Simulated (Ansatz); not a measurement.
We consider diamond-structure Si, described by PBE-D4 (Ansatz, a quantum-chemistry and plane-wave program, PAW).

Numerical settings: plane-wave cutoff 520 eV, 12×12×12 k mesh, Fermi–Dirac smearing 0.01 eV, scalar-relativistic PAW data made under PBE.

Properties against volume:

| V (Å³/atom) | P (GPa) | direct gap at Γ (eV) | smallest gap on the k mesh (eV) |
|---|---|---|---|
| 18.700 | 6.69 | 2.585 | 0.440 |
| 19.098 | 4.22 | 2.578 | 0.482 |
| 19.496 | 1.99 | 2.571 | 0.522 |
| 19.894 | 0.00 | 2.563 | 0.559 |
| 20.292 | -1.78 | 2.555 | 0.595 |
| 20.690 | -3.37 | 2.547 | 0.629 |
| 21.088 | -4.77 | 2.539 | 0.660 |

The fundamental gap (0.56 eV at the equilibrium volume, with added k points) lies elsewhere than Γ–Γ.
